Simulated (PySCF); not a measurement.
**Solvent effects on NMR parameters**

Geometry:
```
atom   x (Å)   y (Å)   z (Å)
  C1  -1.610   0.372   0.734
  C2  -0.232  -0.078   0.615
  C3   0.541   0.045  -0.518
  C4   1.851  -0.418  -0.527
  F5   2.596  -0.320  -1.539
  F6   2.412  -0.971   0.464
  H7  -2.238  -0.482   1.057
  H8  -2.019   0.828  -0.175
  H9  -1.681   1.077   1.587
 H10   0.218  -0.548   1.501
 H11   0.173   0.501  -1.440
```

Total charge +1.

GIAO PBE0/pcSseg-1 in PySCF 2.14.0 with density-fitted response routines on one PBE0-D3(BJ)/def2-SVP conformer, non-relativistic, equivalent nuclei averaged. Solvents enter as an IEF-PCM continuum (dichloromethane with ε = 8.9, water with ε = 78.4) around the gas-phase geometry. Shifts are referred to TMS, CFCl3 computed in the same medium.

Gas phase, δ in ppm: C2 234.2, C4 184.2, C3 112.8, C1 37.9, F5 34.7, F6 27.0, H10 10.09, H11 7.06, H7/H8/H9 3.71. Dipole moment 3.23 D.

Task: How does each δ change in the continuum?

Result: 
| atoms | environment | Δδ, dichloromethane | Δδ, water |
| --- | --- | --- | --- |
| C2 | carbocation centre | +2.6 | +3.0 |
| C4 | fully substituted alkene carbon | +0.7 | +0.8 |
| C3 | alkene CH | +1.5 | +1.8 |
| C1 | methyl carbon | -0.4 | -0.5 |
| F5 | vinylic fluorine | -9.4 | -10.8 |
| F6 | vinylic fluorine | -4.6 | -5.2 |
| H10 | hydrogen on a carbocation centre | +0.14 | +0.16 |
| H11 | hydrogen on an alkene CH | +0.14 | +0.16 |
| H7/H8/H9 | hydrogen on a methyl carbon | -0.14 | -0.17 |

Changes are relative to the gas phase. The dipole moment becomes 3.28 D in dichloromethane, 3.28 D in water.

Task: Which nuclei move most (in ppm), and what does the model miss?

Result: F5 (vinylic fluorine, -10.8 ppm) in water. A continuum only polarises the solute; specific hydrogen bonds, the anisotropy of aromatic solvents and changes of geometry or conformer are outside it, as are counter-ions.
